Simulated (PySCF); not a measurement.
Compound: H7PSi2.
Geometry (PBE0-D3(BJ)/def2-SVP, Å), atoms numbered from 1 in this order:
```
atom  x, y, z in Å
Si1    1.632    0.475   -0.104
P2    -0.096   -0.276   -1.358
Si3   -1.670   -0.168    0.265
H4     1.716   -0.165    1.245
H5     1.451    1.948    0.071
H6     2.901    0.220   -0.849
H7     0.197   -1.660   -1.149
H8    -2.902   -0.861   -0.215
H9    -1.976    1.277    0.492
H10   -1.235   -0.780    1.558
```

The closed-shell ground state was solved at several levels (PySCF, density fitting, gas phase, non-relativistic).

| level | basis functions | total energy (Eh) | HOMO (eV) | LUMO (eV) | gap (eV) | dipole (D) |
| --- | --- | --- | --- | --- | --- | --- |
| PBE0/pcSseg-1 | 107 | -924.1250 | -7.52 | -0.02 | 7.50 | 0.97 |
| CAM-B3LYP/pcSseg-2 | 227 | -924.6079 | -8.70 | 0.74 | 9.44 | 0.76 |

(1) What might B3LYP/def2-SVPD (128 basis functions) give for the same quantities?

(2) Over all these levels, which gives the widest orbital gap and which the narrowest?

(3) How far do the dipole and the HOMO energy spread over the levels?

Answers

(1) Total energy -924.3230 Eh, HOMO -7.24 eV, LUMO -0.25 eV, gap 6.99 eV, dipole 0.58 D.

(2) CAM-B3LYP/pcSseg-2 (range-separated hybrid) has the widest, 9.44 eV, and B3LYP/def2-SVPD (global hybrid, 20 % exact exchange) the narrowest, 6.99 eV. Functional and basis both differ between the two, so the spread mixes both effects.

(3) The dipole runs from 0.58 to 0.97 D (mean 0.77 D) and the HOMO from -8.70 to -7.24 eV.
